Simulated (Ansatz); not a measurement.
```yaml
crystal:
  periodic: [false, false, false]
  atoms:
    - {symbol: Si, position_ang: [-1.761542, -0.272198, -0.406816]}
    - {symbol: B, position_ang: [-0.083695, 0.360069, 0.008911]}
    - {symbol: Si, position_ang: [1.688373, 0.104067, 0.402068]}
    - {symbol: H, position_ang: [2.936499, 0.822783, 0.036742]}
basis:
  gaussian: {orbitals: def2-TZVP}
magnetization: {spin_polarized: true, initial_magnetization: 2}
hamiltonian: {xc: pbe0}
relax: {f_tol: 0.004, max_steps: 80}
```

```sh
$ ansatz run in.yaml --threads 1 --pin off --events-out ev --progress --plain --max-ram 2176MiB
```

Steps of the relaxation (energy above the last step; positions in Å, forces in eV/Å):

```
4
step 1, 198.6 meV
Si   -1.762   -0.272   -0.407   -0.462   -0.106   -0.152
B    -0.084    0.360    0.009   -0.094    0.283   -0.079
Si    1.688    0.104    0.402    0.519   -0.426    0.444
H     2.936    0.823    0.037    0.037    0.249   -0.214
```

```
4
step 2, 153.0 meV
Si   -1.765   -0.251   -0.429   -0.189   -0.012   -0.095
B    -0.067    0.347    0.017   -0.083    0.072   -0.014
Si    1.708    0.072    0.459    0.352   -0.115    0.204
H     2.904    0.847   -0.006   -0.079    0.054   -0.095
```

```
4
step 3, 114.9 meV
Si   -1.747   -0.209   -0.505   -0.139   -0.028   -0.052
B    -0.048    0.311    0.093   -0.057    0.129   -0.080
Si    1.742    0.044    0.558    0.480   -0.026    0.099
H     2.832    0.869   -0.105   -0.284   -0.075    0.034
```

```
4
step 4, 69.0 meV
Si   -1.713   -0.152   -0.575    0.170    0.085    0.101
B     0.009    0.287    0.135   -0.469   -0.005   -0.296
Si    1.806   -0.017    0.703    0.798    0.303   -0.189
H     2.678    0.898   -0.222   -0.499   -0.382    0.384
```

```
4
step 8, 0.2 meV
Si   -1.689    0.001   -0.583   -0.028    0.000   -0.008
B     0.105    0.081    0.058    0.010   -0.006    0.006
Si    1.902    0.041    0.848   -0.011   -0.024    0.037
H     2.462    0.891   -0.283    0.029    0.029   -0.035
```

```
4
step 11, 0.0 meV
Si   -1.696    0.001   -0.579   -0.001    0.000    0.000
B     0.104    0.076    0.051    0.001    0.000    0.001
Si    1.899    0.044    0.849    0.000    0.000    0.000
H     2.472    0.893   -0.280    0.000    0.000   -0.001
```

Close pairs at the end: Si3–H4 1.525 Å, Si1–B2 1.909 Å, B2–Si3 1.964 Å.

A stationary point of unrestricted PBE0 after 11 steps, with ⟨S²⟩ = 2.009 against 2.00 for a pure state; no frequencies were run, so it isn't proven a minimum. 2.6 min on 1 thread of Arm Neoverse V2, shared host.
